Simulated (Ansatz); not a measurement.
Input file:

```yaml
crystal:
  periodic: [false, false, false]
  atoms:
    - {symbol: C, position_ang: [0.000000, 0.000000, 0.037481]}
    - {symbol: H, position_ang: [0.000000, 0.683459, -0.912554]}
    - {symbol: H, position_ang: [0.000000, 0.000000, 1.378481]}
    - {symbol: H, position_ang: [0.000000, -0.683459, -0.912554]}
basis:
  gaussian: {orbitals: cc-pVDZ}
total_charge: 1
magnetization: {spin_polarized: false, initial_magnetization: 2}
correlation: {method: fic_nevpt4_sd, electrons: outside_noble_gas, active_space: {window: {electrons: 6, orbitals: 5}, states: [{multiplicity: 3, weights: [1, 0.5, 1, 0.5]}], root: 0}}
```

```sh
$ ansatz run in.yaml --threads 1 --pin off --events-out ev --progress --plain --max-ram 2393MiB
```

The program prints:

```
512 factors; integrals over basis functions are off by at most 2.3e-7 eV
mean field evaluation 1: about -1062.3251 eV, gradient 1.5e1 eV
mean field evaluation 2: about -1062.3255 eV, gradient 1.5e1 eV
mean field evaluation 4: about -1063.0377 eV, gradient 1.1e0 eV
mean field evaluation 8: about -1063.0428 eV, gradient 8.1e-5 eV
mean field -1063.04281472 eV, -39.0661028848 hartree, gradient 1.4e-6 eV, S^2 2.000000; 0 other end points of the search recorded, 0 dependent functions left out
reference -1063.04281472 eV, -39.0661028848 hartree; 5, 3 occupied and 24, 26 virtual orbitals, 512 factors
state -1063.55295331 eV, -39.0848501321 hartree
state -1059.52253947 eV, -38.9367351554 hartree
state -1057.02272623 eV, -38.8448687132 hartree
state -1055.42177410 eV, -38.7860348078 hartree
state -1063.55295331 eV, -39.0848501321 hartree; corrected -1066.67056088 eV, -39.1994200971 hartree
state -1059.52253947 eV, -38.9367351554 hartree; corrected -1063.17168300 eV, -39.0708387067 hartree
state -1057.02272623 eV, -38.8448687132 hartree; corrected -1060.40720327 eV, -38.9692459505 hartree
state -1055.42177410 eV, -38.7860348078 hartree; corrected -1058.72953616 eV, -38.9075928211 hartree
Total energy: -1066.67056088 eV, -39.1994200971 hartree
```

Natural occupations, averaged over the states: 1.9827 1.5640 1.3310 0.6572 0.4652.

Ran on 1 thread of Intel Xeon Platinum 8488C, shared host: 0.6 s wall, 0.14 GiB peak host memory.
